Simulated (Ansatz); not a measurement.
Compare A (`C=C=CCCl`) with its isomer B (`C#CCCCl`).

Gas-phase electronic energies from Ansatz, PBE0-D4/def2-TZVP geometries. CBS: MP2 limit from def2 TZ/QZ plus the TZ coupled-cluster correction, frozen cores. DFT in def2-TZVPP. B3LYP here is the variant with VWN-RPA as its local correlation; programs differ in this. One conformer a species, not always the lowest.

Task: Which is lower in electronic energy at CCSD(T)/CBS, and by how much? (An estimate is asked.)

Result: Ansatz gave: B, by 0.1 kcal/mol. So small a gap doesn't settle the order.

Task: Give E(B) − E(A) in kcal/mol with HF/def2-TZVPP, r2SCAN-D4, MP2/def2-TZVPP, PBE-D4, PBE0-D4, B3LYP, ωB97M-V. (Best estimate.)

Result: Computed: HF/def2-TZVPP -0.3, r2SCAN-D4 4.6, MP2/def2-TZVPP -2.9, PBE-D4 5.7, PBE0-D4 3.9, B3LYP 4.2, ωB97M-V 1.7. The order is the other way round with r2SCAN-D4, PBE-D4, PBE0-D4, B3LYP, ωB97M-V.

Largest T1 diagnostic: 0.011.

From PBE to PBE0 (25 % exact exchange), in def2-TZVPP and without D4, E(B) − E(A) moves by −1.8 kcal/mol.
